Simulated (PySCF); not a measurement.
**Carbon: a sound run and one with changed settings**

Sound run: C [He] 2s2 2p2, C⁺ [He] 2s2 2p1. Calculation: PySCF 2.14, in cc-pVDZ; the non-relativistic Hamiltonian (point nucleus). In the sound run the correlated levels freeze 1s2. The sound run starts from symmetry-adapted Hartree-Fock orbitals and uses a fine grid where one is needed.

A second run was set up differently.

```tsv
species	method	sound run (hartree)	changed run (hartree)	converged
C	UHF	-37.68654	-37.68654	yes
C	MN15	-37.80223	-37.80223	yes
C	LDA	-37.45778	-37.45778	yes
C	MP2	-37.73831	-37.72349	yes
C	CCSD(T)	-37.76038	-37.76038	yes
C⁺	UHF	-37.28953	-37.28953	yes
C⁺	MN15	-37.38636	-37.38636	yes
C⁺	LDA	-37.02993	-37.02993	yes
C⁺	MP2	-37.33082	-37.31807	yes
C⁺	CCSD(T)	-37.35689	-37.35689	yes
```

Ionisation energy of C:

```
 method  sound run (eV)  changed run (eV)
    UHF          10.803            10.803
   MN15          11.316            11.316
    LDA          11.643            11.643
    MP2          11.088            11.032
SCS-MP2          10.982            10.958
   CCSD          10.972            10.972
CCSD(T)          10.979            10.979
```

(1) What was changed?
A. level shift left on
B. a valence shell is frozen
C. basis contracted for another Hamiltonian
D. all electrons correlated in a valence basis

## Answers

(1) A. It used initial guess 1e, at most 50 SCF cycles, level shift 0.5 hartree. A level shift leaves the converged SCF energy unchanged but raises the virtual orbital energies, which shrinks MP2 if it is not removed.
